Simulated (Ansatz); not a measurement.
in.yaml

```yaml
crystal:
  periodic: [false, false, false]
  atoms:
    - {symbol: Si, position_ang: [0.000000, -0.091539, 1.814482]}
    - {symbol: Ga, position_ang: [0.000000, 0.015718, -0.713702]}
    - {symbol: H, position_ang: [0.000000, 1.431644, 1.919982]}
    - {symbol: H, position_ang: [0.000000, 1.356491, -1.553803]}
    - {symbol: H, position_ang: [0.000000, -1.324715, -1.555955]}
basis:
  gaussian: {orbitals: cc-pVDZ}
total_charge: 1
magnetization: {spin_polarized: true, initial_magnetization: 1}
hamiltonian: {pseudopotentials: {relativity: scalar}}
correlation: {method: bccd_t, electrons: outside_noble_gas, diis_vectors: 2}
```

```sh
$ ansatz run in.yaml --threads 1 --pin off --events-out ev --progress --plain --max-ram 2393MiB
```

Log:

```
636 factors; integrals over basis functions are off by at most 1.3e-3 eV
mean field evaluation 1: about -60656.2320 eV, gradient 8.2e0 eV
mean field evaluation 2: about -60656.2347 eV, gradient 8.2e0 eV
mean field evaluation 4: about -60657.2228 eV, gradient 9.8e-1 eV
mean field evaluation 8: about -60657.2503 eV, gradient 8.1e-3 eV
mean field evaluation 16: about -60657.2425 eV, gradient 3.8e-1 eV
mean field evaluation 32: about -60641.3451 eV, gradient 1.9e1 eV
mean field evaluation 64: about -60654.7017 eV, gradient 2.3e-1 eV
mean field evaluation 96: about -60653.9907 eV, gradient 2.5e0 eV
mean field -60657.25030245 eV, -2229.1128336540 hartree, gradient 2.2e-6 eV, S^2 0.778321; 4 other end points of the search recorded, 0 dependent functions left out
determinant -60657.25030245 eV, -2229.1128336540 hartree, with singles and doubles -60661.58352411 eV, -2229.2720766128 hartree
determinant -60655.95604805 eV, -2229.0652706821 hartree, with singles and doubles -60660.14414613 eV, -2229.2191804478 hartree
determinant -60654.69260141 eV, -2229.0188398745 hartree, with singles and doubles -60659.46140392 eV, -2229.1940901345 hartree
19 core orbitals not correlated: weight in the atoms' cores, before any rotation towards them, 0.999 or more for the frozen orbitals, at most 0.001 for the correlated occupied ones
reference -60657.25030245 eV, -2229.1128336540 hartree; 5, 4 occupied and 36, 37 virtual orbitals, 636 factors
second order -3.24197212 eV of doubles, -0.00000000 eV of singles
cycle   1  -4.33216501 eV  change    1.1e-3 eV  update   5.4e-3
cycle   2  -4.33010321 eV  change    2.1e-3 eV  update   2.5e-3
cycle   3  -4.32963184 eV  change    4.7e-4 eV  update   1.7e-3
cycle   4  -4.32986257 eV  change   -2.3e-4 eV  update   1.1e-3
cycle   5  -4.33026751 eV  change   -4.0e-4 eV  update   7.2e-4
cycle   6  -4.33050701 eV  change   -2.4e-4 eV  update   3.8e-4
cycle   7  -4.33060311 eV  change   -9.6e-5 eV  update   1.9e-4
cycle   8  -4.33065632 eV  change   -5.3e-5 eV  update   1.2e-4
cycle   9  -4.33067268 eV  change   -1.6e-5 eV  update   7.6e-5
cycle  10  -4.33067059 eV  change    2.1e-6 eV  update   5.5e-5
cycle  11  -4.33066284 eV  change    7.7e-6 eV  update   4.3e-5
cycle  12  -4.33065414 eV  change    8.7e-6 eV  update   3.2e-5
cycle  13  -4.33064801 eV  change    6.1e-6 eV  update   2.4e-5
cycle  14  -4.33064292 eV  change    5.1e-6 eV  update   1.8e-5
cycle  15  -4.33064087 eV  change    2.1e-6 eV  update   1.3e-5
cycle  16  -4.33064037 eV  change    5.0e-7 eV  update   1.0e-5
perturbative correction -0.10043718 eV, -0.0036909982 hartree
Total energy: -60661.68138000 eV, -2229.2756727504 hartree
Relativity: scalar
```

Ran on 1 thread of AMD EPYC, shared host: 12 s wall, 0.25 GiB peak host memory.
